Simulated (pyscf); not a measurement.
Structures and frequencies: ωB97X-D3(BJ)/def2-SVP in PySCF.

For the elementary gas-phase step `[BH2][PH2]` + `[H]` [doublet] → `[BH2][PH]` [doublet] + `[H][H]` (doublet surface; H–P broken, H–H formed), what barrier and reaction energy does PBE0-D3(BJ)/def2-TZVP give, measured from the separated reactants?

ΔE‡ = 1.0 kcal/mol, ΔE = -17.4 kcal/mol. ωB97M-D3(BJ)/def2-TZVP gives 3.4 kcal/mol and -19.0 kcal/mol. Zero-point energy shifts the barrier by -0.5 kcal/mol. It is a hydrogen abstraction, with an imaginary mode of 840i cm⁻¹. One saddle was located; it need not be the lowest between these sides. The angle at the transferred H is 170°.
